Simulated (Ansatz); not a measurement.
**Aluminium trichloride (monomer) (AlCl₃): basis-set convergence**

The task here is to estimate one member of a computed series from the others.

Program: Ansatz 0.2.0, Gaussian basis. Level of theory: one geometry, several basis sets. These are calculated values, not measurements.

Levels to be run: PBE0-D4/def2-SVP; ωB97M-V/def2-SVP; PBE0-D4/def2-QZVPP; ωB97M-V/def2-QZVPP; the functionals' def2-TZVPP values are taken from earlier runs.

### The geometry

An earlier PBE0-D4 in a triple-zeta def2 set relaxation fixed the geometry.

SMILES `[Cl][Al]([Cl])[Cl]`, 4 atoms, charge 0, spin multiplicity 1.

Atoms are counted from 1 here; the program's logs count them from 0.

Bond lengths: Cl1–Al2 2.069 Å, Al2–Cl3 2.069 Å, Al2–Cl4 2.069 Å. Angles: Cl1–Al2–Cl3 120.0°, Cl1–Al2–Cl4 120.0°, Cl3–Al2–Cl4 120.0°.

As a file:

```mol
AlCl3
  3D, bonds by distance, orders not assigned

  4  3  0  0  0  0  0  0  0  0999 V2000
   -1.1263   -0.1239    1.7176 Cl  0  0
    0.0139   -0.0151   -0.0051 Al  0  0
    1.7363   -1.1476   -0.1787 Cl  0  0
   -0.5684    1.2263   -1.5541 Cl  0  0
  1  2  8  0
  2  3  8  0
  2  4  8  0
M  END
```

Set-up of the first run:

Contents of in.yaml:

```yaml
crystal:
  periodic: [false, false, false]
  atoms:
    - {symbol: Cl, position_ang: [-1.126301, -0.123934, 1.717605]}
    - {symbol: Al, position_ang: [0.013874, -0.015083, -0.005118]}
    - {symbol: Cl, position_ang: [1.736329, -1.147605, -0.178747]}
    - {symbol: Cl, position_ang: [-0.568403, 1.226322, -1.554140]}
basis:
  gaussian: {orbitals: def2-SVP}
hamiltonian: {xc: pbe0, dispersion: d4}
output: {orbitals: {seedname: orbitals}}
```

Run with:

```console
ansatz run in.yaml --threads 4 --pin off --events-out ev --progress --plain --max-ram 10444MiB
```

Steps of the session up to this table: PBE0-D4 in def2-SVP; ωB97M-V in def2-SVP; PBE0-D4 in def2-QZVPP; ωB97M-V in def2-QZVPP.

One table of the session follows, with a row left open; its other results are not shown here.

It belongs to the step «Density functionals: the series». 

```
functional       basis  HOMO (eV)
   PBE0-D4    def2-SVP      -9.25
   PBE0-D4  def2-TZVPP      -9.38
   PBE0-D4  def2-QZVPP      -9.41
   ωB97M-V    def2-SVP     -11.42
   ωB97M-V  def2-TZVPP     -11.62
   ωB97M-V  def2-QZVPP          ?
```

Estimate the missing values for ωB97M-V, def2-QZVPP.

The run gave: HOMO (eV): -11.67. In the column «HOMO (eV)» it is the lowest.
